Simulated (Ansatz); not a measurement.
**GaS (P6₃/mmc, No. 194)**

These are PBE-D4 in Ansatz (PAW) values and carry that method's errors.

Cell: relaxed at this level.

| Quantity | Result |
|---|---|
| interlayer binding energy | 20.6 meV/Å² |
| layer repeat distance | 7.643 Å |
| gap between the layers | 3.026 Å |

Cost on a shared machine: around 4 core-minutes (rough).

Ansatz is an electronic-structure program.
